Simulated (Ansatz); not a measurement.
# What a trial cell of TiAg3 relaxes into

Method: Ansatz 0.2.0, DFT PBE, scalar-relativistic, plane waves, PAW. Cutoff 420 eV, Γ-centred k mesh, Gaussian smearing, no spin polarisation in the final step.

TiAg3 was placed on the TiAl3 (D0_22) structure type (I4/mmm, No. 139), with Ag in place of Al, at a guessed volume.

```
Ti Ag
1.0
    -2.01854    2.01854    4.50894
     2.01854   -2.01854    4.50894
     2.01854    2.01854   -4.50894
Ti Ag
1 3
Direct
  0.00000 0.00000 0.00000
  0.50000 0.50000 0.00000
  0.25000 0.75000 0.50000
  0.75000 0.25000 0.50000
```

Steps on the 6×6×6 mesh (4 atoms). 6 of 6 steps are shown, and the free energy counts from the last. Trial steps that were taken back and renewals of the plane-wave basis can be among the rows.

| step | ΔF (meV/atom) | V (Å³/atom) | P (GPa) |
| --- | --- | --- | --- |
| 1 | 81.4 | 18.37 | -4.26 |
| 2 | 40.0 | 17.36 | 0.55 |
| 3 | 11.8 | 17.13 | 1.67 |
| 4 | 0.4 | 17.28 | 0.66 |
| 5 | -0.2 | 17.40 | -0.07 |
| 6 | 0.0 | 17.40 | -0.08 |

A final relaxation ran on a 16×16×16 mesh. The relaxed crystal, I4/mmm (No. 139):

```
Ti Ag
1.0
    -2.12728    2.12728    3.84444
     2.12728   -2.12728    3.84444
     2.12728    2.12728   -3.84444
Ti Ag
1 3
Direct
  0.00000 0.00000 0.00000
  0.50000 0.50000 0.00000
  0.25000 0.75000 0.50000
  0.75000 0.25000 0.50000
```

* Volume per atom: 17.40 Å³
* Density: 8.86 g/cm³
* Energy over the elements: 0.09 eV/atom
* Gap on the 16×16×16 mesh: 0 eV (a metal)

Formation energies are uncorrected and refer to the elements' standard structures at the same level.

The final run used a 16×16×16 mesh on its 4-atom cell and 0.10 eV smearing. For metals, differences of a few meV/atom aren't resolved.

Symmetry constrained the relaxation, so the result can be a saddle point.

Cost: 3 runs of about 5.8 core-minutes in all, on Arm Neoverse V2 (shared hosts).